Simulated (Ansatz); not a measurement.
**PH2+ (triplet): from Hartree-Fock to the top rungs at a displaced geometry (v2), cc-pVTZ**

How much of the correlation energy of PH2+ (triplet) does each wave-function method recover here?

The runs use Ansatz 0.2.0, Gaussian basis; cc-pVTZ, core rule «outside noble gas», up to 5 orbitals frozen.

The runs, in order: UHF; CCSD(T) on ROHF; CCSD(T) on UHF; BCCD(T) on ROHF; CISD as a restricted active space (open shells left free, so some higher excitations enter); CCSDT(Q) on ROHF; CCSDT(Q) on UHF; CASSCF and MRCISD+Q, 6 electrons in 6 orbitals; CASSCF and NEVPT2, 6 electrons in 6 orbitals.

15 further runs of the same task are left out: 6 that didn't finish, 9 set aside as unsound or not needed. Runs told in other sessions of the task aren't counted.

## 1. What is computed

The geometry is a PBE0/def2-TZVP stationary point (not a proven minimum) with its atoms shifted at random (size 0.100 Å).

3 atoms, charge 1, spin multiplicity 3.

Atoms are counted from 1 here; the program's logs count them from 0.

Bond lengths: P1–H2 1.420 Å, P1–H3 1.410 Å. Angles: H2–P1–H3 121.8°.

In the tables R marks a restricted open-shell determinant and U an unrestricted one; 'valence' is the active space of 6 electrons in 6 orbitals; energies count from the table's Hartree-Fock row.

## 2. UHF

Input file in.yaml:

```yaml
crystal:
  periodic: [false, false, false]
  atoms:
    - {symbol: P, position_ang: [0.007734, -0.041334, -0.000459]}
    - {symbol: H, position_ang: [-0.157140, 0.651305, -1.228583]}
    - {symbol: H, position_ang: [-0.080520, 0.618881, 1.242673]}
basis:
  gaussian: {orbitals: cc-pVTZ}
total_charge: 1
magnetization: {spin_polarized: true, initial_magnetization: 2}
hamiltonian: {xc: hf}
output: {orbitals: {seedname: orbitals}}
```

On the command line:

```console
$ ansatz run in.yaml --threads 1 --pin off --events-out ev --progress --plain --max-ram 2393MiB
```

Standard output:

```text
Functional definition: HF
  name "HF"
  cite "Fock, Z. Phys. 61, 126 (1930) doi:10.1007/BF01340294"
  parent pbe
  exchange = exact_x
  correlation = 0
478 factors; their error is unknown
mean field evaluation 1: about -9292.8848 eV, gradient 7.5e0 eV
mean field evaluation 2: about -9293.3986 eV, gradient 2.7e0 eV
mean field evaluation 4: about -9293.5142 eV, gradient 2.9e-1 eV
mean field evaluation 8: about -9293.5162 eV, gradient 3.5e-2 eV
mean field evaluation 16: about -9293.8701 eV, gradient 1.5e-5 eV
mean field -9293.87013947 eV, -341.5434280139 hartree, gradient 1.5e-5 eV, S^2 2.008668; 0 other end points of the search recorded, 0 dependent functions left out
reference -9293.87013947 eV, -341.5434280139 hartree; 9, 7 occupied and 53, 55 virtual orbitals, 478 factors
Total energy: -9293.87013947 eV, -341.5434280139 hartree
```

Run time: 0.21 s. Hardware: 1 thread of Arm Neoverse V1, shared host.

From the report: ⟨S²⟩ of the determinant 2.009 (pure triplet: 2.00).

## 3. CCSD(T) on ROHF

Edit in.yaml of step 2 so:

```diff
@@ -9,4 +9,3 @@
 total_charge: 1
-magnetization: {spin_polarized: true, initial_magnetization: 2}
-hamiltonian: {xc: hf}
-output: {orbitals: {seedname: orbitals}}
+magnetization: {spin_polarized: false, initial_magnetization: 2}
+correlation: {method: ccsd_t, electrons: outside_noble_gas}
```

Same command.

Standard output (excerpt; [...] marks lines left out):

```text
Functional definition: HF
  name "HF"
  cite "Fock, Z. Phys. 61, 126 (1930) doi:10.1007/BF01340294"
  parent pbe
[...]
340 factors; integrals over basis functions are off by at most 9.9e-4 eV
[...]
mean field -9293.78362305 eV, -341.5402485945 hartree, gradient 3.0e-6 eV, S^2 2.000000; 0 other end points of the search recorded, 0 dependent functions left out
5 core orbitals not correlated: weight in the atoms' cores, before any rotation towards them, 1.000 or more for the frozen orbitals, at most 0.000 for the correlated occupied ones
reference -9293.78362305 eV, -341.5402485945 hartree; 4, 2 occupied and 53, 55 virtual orbitals, 340 factors
second order -2.78221556 eV of doubles, -0.05144328 eV of singles
cycle   1  -3.28139844 eV  change   -4.5e-1 eV  update   5.0e-2
[...]
cycle   9  -3.46698199 eV  change    5.8e-6 eV  update   5.4e-6
perturbative correction -0.10151545 eV, -0.0037306239 hartree
Total energy: -9297.35212049 eV, -341.6713884565 hartree
```

Run time: 1 s. Hardware: 1 thread of Arm Neoverse V1, shared host.

From the report: correlation -3.5685 eV; T1 0.023; largest double amplitude 0.04.

## 4. CCSD(T) on UHF

Edit in.yaml of step 3 so:

```diff
@@ -9,3 +9,3 @@
 total_charge: 1
-magnetization: {spin_polarized: false, initial_magnetization: 2}
+magnetization: {spin_polarized: true, initial_magnetization: 2}
 correlation: {method: ccsd_t, electrons: outside_noble_gas}
```

The command is unchanged.

Standard output (excerpt; [...] marks lines left out):

```text
Functional definition: HF
  name "HF"
  cite "Fock, Z. Phys. 61, 126 (1930) doi:10.1007/BF01340294"
  parent pbe
[...]
340 factors; integrals over basis functions are off by at most 9.9e-4 eV
[...]
mean field -9293.87037799 eV, -341.5434367794 hartree, gradient 6.1e-6 eV, S^2 2.008668; 0 other end points of the search recorded, 0 dependent functions left out
5 core orbitals not correlated: weight in the atoms' cores, before any rotation towards them, 1.000 or more for the frozen orbitals, at most 0.000 for the correlated occupied ones
reference -9293.87037799 eV, -341.5434367794 hartree; 4, 2 occupied and 53, 55 virtual orbitals, 340 factors
second order -2.74884674 eV of doubles, -0.00000000 eV of singles
cycle   1  -3.19475479 eV  change   -4.5e-1 eV  update   5.0e-2
[...]
cycle  10  -3.38369756 eV  change   -2.3e-6 eV  update   2.3e-6
perturbative correction -0.09987466 eV, -0.0036703261 hartree
Total energy: -9297.35395020 eV, -341.6714556971 hartree
```

Wall time 0.99 s (1 thread of Arm Neoverse V1, shared host).

From the report: ⟨S²⟩ of the determinant 2.009 (pure triplet: 2.00); correlation -3.4836 eV; T1 0.016; largest double amplitude 0.04.

## 5. BCCD(T) on ROHF

Edit in.yaml of step 4 so:

```diff
@@ -9,3 +9,3 @@
 total_charge: 1
-magnetization: {spin_polarized: true, initial_magnetization: 2}
-correlation: {method: ccsd_t, electrons: outside_noble_gas}
+magnetization: {spin_polarized: false, initial_magnetization: 2}
+correlation: {method: bccd_t, electrons: outside_noble_gas}
```

Same command.

Standard output (excerpt; [...] marks lines left out):

```text
Functional definition: HF
  name "HF"
  cite "Fock, Z. Phys. 61, 126 (1930) doi:10.1007/BF01340294"
  parent pbe
[...]
340 factors; integrals over basis functions are off by at most 9.9e-4 eV
[...]
mean field -9293.78362305 eV, -341.5402485945 hartree, gradient 3.0e-6 eV, S^2 2.000000; 0 other end points of the search recorded, 0 dependent functions left out
5 core orbitals not correlated: weight in the atoms' cores, before any rotation towards them, 1.000 or more for the frozen orbitals, at most 0.000 for the correlated occupied ones
reference -9293.78362305 eV, -341.5402485945 hartree; 4, 2 occupied and 53, 55 virtual orbitals, 340 factors
second order -2.78221556 eV of doubles, -0.05144328 eV of singles
cycle   1  -3.29473417 eV  change   -4.6e-1 eV  update   5.1e-2
[...]
cycle   9  -3.46475317 eV  change    7.1e-6 eV  update   6.7e-6
perturbative correction -0.10404091 eV, -0.0038234331 hartree
Total energy: -9297.35241714 eV, -341.6713993580 hartree
```

Wall time 1.3 s (1 thread of Arm Neoverse V1, shared host).

From the report: correlation -3.5688 eV; largest double amplitude 0.04.

## 6. CISD as a restricted active space (open shells left free, so some higher excitations enter)

Edit in.yaml of step 5 so:

```diff
@@ -10,2 +10,2 @@
 magnetization: {spin_polarized: false, initial_magnetization: 2}
-correlation: {method: bccd_t, electrons: outside_noble_gas}
+correlation: {active_space: {ras: {orbitals: [2, 2, 53], electrons: 6, max_holes: 2, max_particles: 2}, fixed_orbitals: true}}
```

The command is unchanged.

Standard output:

```text
Functional definition: HF
  name "HF"
  cite "Fock, Z. Phys. 61, 126 (1930) doi:10.1007/BF01340294"
  parent pbe
  exchange = exact_x
  correlation = 0
340 factors; integrals over basis functions are off by at most 9.9e-4 eV
mean field evaluation 1: about -9293.1850 eV, gradient 8.4e0 eV
mean field evaluation 2: about -9293.1892 eV, gradient 8.4e0 eV
mean field evaluation 4: about -9293.7734 eV, gradient 7.7e-1 eV
mean field evaluation 8: about -9293.7836 eV, gradient 1.0e-3 eV
mean field -9293.78362305 eV, -341.5402485945 hartree, gradient 3.0e-6 eV, S^2 2.000000; 0 other end points of the search recorded, 0 dependent functions left out
reference -9293.78362305 eV, -341.5402485945 hartree; 9, 7 occupied and 53, 55 virtual orbitals, 340 factors
state -9297.17478267 eV, -341.6648714116 hartree
Total energy: -9297.17478267 eV, -341.6648714116 hartree
```

Run time: 1.7 s. Hardware: 1 thread of Arm Neoverse V1, shared host.

From the report: 56,464 determinants.

## 7. CCSDT(Q) on ROHF

Edit in.yaml of step 6 so:

```diff
@@ -10,2 +10,2 @@
 magnetization: {spin_polarized: false, initial_magnetization: 2}
-correlation: {active_space: {ras: {orbitals: [2, 2, 53], electrons: 6, max_holes: 2, max_particles: 2}, fixed_orbitals: true}}
+correlation: {method: ccsdt_q, electrons: outside_noble_gas}
```

The command is unchanged.

Standard output (excerpt; [...] marks lines left out):

```text
Functional definition: HF
  name "HF"
  cite "Fock, Z. Phys. 61, 126 (1930) doi:10.1007/BF01340294"
  parent pbe
[...]
708 factors; integrals over basis functions are off by at most 1.9e-7 eV
[...]
mean field -9293.78362255 eV, -341.5402485758 hartree, gradient 2.8e-6 eV, S^2 2.000000; 0 other end points of the search recorded, 0 dependent functions left out
5 core orbitals not correlated: weight in the atoms' cores, before any rotation towards them, 1.000 or more for the frozen orbitals, at most 0.000 for the correlated occupied ones
reference -9293.78362255 eV, -341.5402485758 hartree; 4, 2 occupied and 53, 55 virtual orbitals, 708 factors
second order -2.78222607 eV of doubles, -0.05144328 eV of singles
cycle   1  -3.28138923 eV  change   -4.5e-1 eV  update   5.6e-2
[...]
cycle  13  -3.59105509 eV  change   -2.9e-8 eV  update   5.2e-7
perturbative correction -0.00221817 eV, -0.0000815161 hartree
Total energy: -9297.37689580 eV, -341.6722989323 hartree
```

Run time: 27 s. Hardware: 1 thread of Arm Neoverse V1, shared host; peak memory 0.42 GiB.

From the report: correlation -3.5933 eV; T1 0.023; largest double amplitude 0.05.

## 8. CCSDT(Q) on UHF

Edit in.yaml of step 7 so:

```diff
@@ -9,3 +9,3 @@
 total_charge: 1
-magnetization: {spin_polarized: false, initial_magnetization: 2}
+magnetization: {spin_polarized: true, initial_magnetization: 2}
 correlation: {method: ccsdt_q, electrons: outside_noble_gas}
```

The command is unchanged.

Standard output (excerpt; [...] marks lines left out):

```text
Functional definition: HF
  name "HF"
  cite "Fock, Z. Phys. 61, 126 (1930) doi:10.1007/BF01340294"
  parent pbe
[...]
708 factors; integrals over basis functions are off by at most 1.9e-7 eV
[...]
mean field -9293.87037749 eV, -341.5434367611 hartree, gradient 3.1e-6 eV, S^2 2.008668; 0 other end points of the search recorded, 0 dependent functions left out
5 core orbitals not correlated: weight in the atoms' cores, before any rotation towards them, 1.000 or more for the frozen orbitals, at most 0.000 for the correlated occupied ones
reference -9293.87037749 eV, -341.5434367611 hartree; 4, 2 occupied and 53, 55 virtual orbitals, 708 factors
second order -2.74885698 eV of doubles, -0.00000000 eV of singles
cycle   1  -3.19474557 eV  change   -4.5e-1 eV  update   5.6e-2
[...]
cycle  13  -3.50618629 eV  change   -2.3e-7 eV  update   5.1e-7
perturbative correction -0.00224991 eV, -0.0000826825 hartree
Total energy: -9297.37881368 eV, -341.6723694131 hartree
```

Wall time 26 s (1 thread of Arm Neoverse V1, shared host); peak memory 0.39 GiB.

From the report: ⟨S²⟩ of the determinant 2.009 (pure triplet: 2.00); correlation -3.5084 eV; T1 0.017; largest double amplitude 0.04.

## 9. CASSCF and MRCISD+Q, 6 electrons in 6 orbitals

Edit in.yaml of step 8 so:

```diff
@@ -9,3 +9,3 @@
 total_charge: 1
-magnetization: {spin_polarized: true, initial_magnetization: 2}
-correlation: {method: ccsdt_q, electrons: outside_noble_gas}
+magnetization: {spin_polarized: false, initial_magnetization: 2}
+correlation: {method: fic_mrcisd_q, electrons: outside_noble_gas, active_space: {window: {electrons: 6, orbitals: 6}, shells: [{species: H, l: s, shell: 1}, {species: P, l: s, shell: 3}, {species: P, l: p, shell: 3}]}}
```

The command is unchanged.

Standard output (excerpt; [...] marks lines left out):

```text
Functional definition: HF
  name "HF"
  cite "Fock, Z. Phys. 61, 126 (1930) doi:10.1007/BF01340294"
  parent pbe
[...]
708 factors; integrals over basis functions are off by at most 1.9e-7 eV
[...]
mean field -9293.78362255 eV, -341.5402485758 hartree, gradient 2.8e-6 eV, S^2 2.000000; 0 other end points of the search recorded, 0 dependent functions left out
reference -9293.78362255 eV, -341.5402485758 hartree; 9, 7 occupied and 53, 55 virtual orbitals, 708 factors
state -9294.71504430 eV, -341.5744776939 hartree
contracted CI cycle   1: correlation 0.00000000 eV, 0.0000000000 hartree, residual 1.35e1 eV
contracted CI cycle   2: correlation -2.40049946 eV, -0.0882167279 hartree, residual 2.89e0 eV
contracted CI cycle   3: correlation -2.50624196 eV, -0.0921026933 hartree, residual 6.64e-1 eV
contracted CI cycle   4: correlation -2.51147298 eV, -0.0922949298 hartree, residual 1.62e-1 eV
contracted CI cycle   5: correlation -2.51176640 eV, -0.0923057126 hartree, residual 4.08e-2 eV
contracted CI cycle   6: correlation -2.51178612 eV, -0.0923064374 hartree, residual 1.14e-2 eV
contracted CI cycle   7: correlation -2.51178775 eV, -0.0923064973 hartree, residual 3.23e-3 eV
contracted CI cycle   8: correlation -2.51178788 eV, -0.0923065020 hartree, residual 8.94e-4 eV
state -9294.71504430 eV, -341.5744776939 hartree; corrected -9297.34363558 eV, -341.6710766416 hartree
Total energy: -9297.34363558 eV, -341.6710766416 hartree
Checks for a lower state left out: starts, orbital_swaps
```

Run time: 1.5 s. Hardware: 1 thread of Arm Neoverse V1, shared host.

From the report: 200 determinants; active occupations 1.98, 1.97, 1.00, 1.00, 0.03, 0.02.

## 10. CASSCF and NEVPT2, 6 electrons in 6 orbitals

Input file in.yaml:

```yaml
crystal:
  periodic: [false, false, false]
  atoms:
    - {symbol: P, position_ang: [0.007734, -0.041334, -0.000459]}
    - {symbol: H, position_ang: [-0.157140, 0.651305, -1.228583]}
    - {symbol: H, position_ang: [-0.080520, 0.618881, 1.242673]}
basis:
  gaussian: {orbitals: cc-pVTZ}
total_charge: 1
magnetization: {spin_polarized: false, initial_magnetization: 2}
correlation: {method: sc_nevpt2, electrons: outside_noble_gas, active_space: {window: {electrons: 6, orbitals: 6}, shells: [{species: H, l: s, shell: 1}, {species: P, l: s, shell: 3}, {species: P, l: p, shell: 3}]}}
```

The command is unchanged.

Standard output:

```text
Functional definition: HF
  name "HF"
  cite "Fock, Z. Phys. 61, 126 (1930) doi:10.1007/BF01340294"
  parent pbe
  exchange = exact_x
  correlation = 0
708 factors; integrals over basis functions are off by at most 1.9e-7 eV
mean field evaluation 1: about -9293.1868 eV, gradient 8.4e0 eV
mean field evaluation 2: about -9293.1890 eV, gradient 8.4e0 eV
mean field evaluation 4: about -9293.7735 eV, gradient 7.7e-1 eV
mean field evaluation 8: about -9293.7836 eV, gradient 9.6e-4 eV
mean field -9293.78362255 eV, -341.5402485758 hartree, gradient 2.8e-6 eV, S^2 2.000000; 0 other end points of the search recorded, 0 dependent functions left out
reference -9293.78362255 eV, -341.5402485758 hartree; 9, 7 occupied and 53, 55 virtual orbitals, 708 factors
state -9294.71504430 eV, -341.5744776939 hartree
state -9294.71504430 eV, -341.5744776939 hartree; corrected -9296.66111678 eV, -341.6459945385 hartree
Total energy: -9296.66111678 eV, -341.6459945385 hartree
Checks for a lower state left out: starts, orbital_swaps
```

Run time: 0.88 s. Hardware: 1 thread of Arm Neoverse V1, shared host.

From the report: 200 determinants; active occupations 1.98, 1.97, 1.00, 1.00, 0.03, 0.02.

## 11. Natural occupations

Natural occupations of the CASSCF valence state about the gap (report; correlated orbitals 1 to 6): 1.982, 1.968, 1.001, 1.000, 0.030, 0.019. The count of effectively unpaired electrons, Σ n²(2 − n)², is 2.01; a single determinant of this spin has 2.

## 12. All levels against the top one

The yardstick is UCCSDT(Q), where the cluster series has nearly closed. Rows without a time are mean-field rows or come out of runs for another level: lower rungs of the coupled-cluster runs, CASSCF and MRCISD of the multireference runs, or the Hartree-Fock search.

Differences are taken before rounding.

```csv
method,energy from the lowest ROHF (kcal/mol),from UCCSDT(Q) (kcal/mol),time
ROHF,0.00,+82.91,
UHF,-2.00,+80.91,
RMP2,-65.35,+17.56,
UMP2,-65.39,+17.52,
CISD,-78.20,+4.71,1.7 s
RCCSD,-79.95,+2.96,
UCCSD,-80.03,+2.88,
RCCSD(T),-82.29,+0.62,1 s
UCCSD(T),-82.33,+0.57,0.99 s
BCCD(T),-82.30,+0.61,1.3 s
RCCSDT,-82.81,+0.10,
UCCSDT,-82.86,+0.05,
RCCSDT(Q),-82.86,+0.04,27 s
UCCSDT(Q),-82.91,0,26 s
CASSCF valence,-21.48,+61.43,
NEVPT2 valence,-66.36,+16.55,0.88 s
MRCISD valence,-79.40,+3.50,
MRCISD+Q valence,-82.10,+0.81,1.5 s
```

Among the levels timed on like hardware and quicker than the yardstick, those that no quicker one beats, quickest first: NEVPT2 valence (0.88 s, +16.55 kcal/mol); UCCSD(T) (0.99 s, +0.57 kcal/mol).

## 13. Summary of results

| quantity | value |
| --- | --- |
| UCCSDT(Q) from the ROHF energy | -3.5952 eV |
| RMP2 from UCCSDT(Q) | +17.56 kcal/mol |
| UMP2 from UCCSDT(Q) | +17.52 kcal/mol |
| RCCSD from UCCSDT(Q) | +2.96 kcal/mol |
| RCCSD(T) from UCCSDT(Q) | +0.62 kcal/mol |
| UCCSD(T) from UCCSDT(Q) | +0.57 kcal/mol |
| RCCSDT(Q) from UCCSDT(Q) | +0.04 kcal/mol |
| NEVPT2 valence from UCCSDT(Q) | +16.55 kcal/mol |
| MRCISD+Q valence from UCCSDT(Q) | +0.81 kcal/mol |
| levels within 1 kcal/mol (43 meV) | RCCSD(T), UCCSD(T), BCCD(T), RCCSDT, UCCSDT, RCCSDT(Q), MRCISD+Q valence |
| T1 diagnostic | 0.023 |
| effectively unpaired electrons | 2.01 |

**Reading.** RCCSD(T) misses by +0.62 kcal/mol, 0.7 % of the correlation energy. One determinant dominates. Of the multireference levels listed MRCISD+Q valence comes nearest in total energy (+0.81 kcal/mol), which doesn't show that its space is the better one. These misses are within one basis, not against nature; the frozen cores of restricted and unrestricted runs differ, which can shift their rows.

With open shells the CI space here admits some higher excitations, so it is larger than plain CISD.

For cost: UCCSD(T) gets within 0.57 kcal/mol in 0.99 s, where UCCSDT(Q) took 26 s; the quickest level in the cost chart, NEVPT2 valence, takes 0.88 s and misses by 16.55 kcal/mol.
